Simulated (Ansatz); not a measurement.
fcc Pb was calculated with r²SCAN (PAW; Ansatz, a first-principles code).

A relaxed, unreconstructed slab of the (100) face has 6 atoms, two equal faces of 12.476 Å² each and an energy of -71524.6608 eV. A bulk cell of 2 atoms with the same orientation and in-plane k mesh has -23841.7149 eV. Energies are extrapolated to zero smearing.

Settings: plane-wave cutoff 500 eV, 16×16×1 k mesh (along the axes of the cell as run), Fermi–Dirac smearing 0.1 eV, scalar-relativistic PAW data made under PBE.

Worked out: γ = (E_slab − N E_bulk per atom)/2A = [-71524.6608 − 6 × (-23841.7149/2)]/(2 × 12.476) = 0.0194 eV/Å². With 16.022 J/m² per eV/Å² this is 0.31 J/m², or 0.24 eV per surface cell and face.
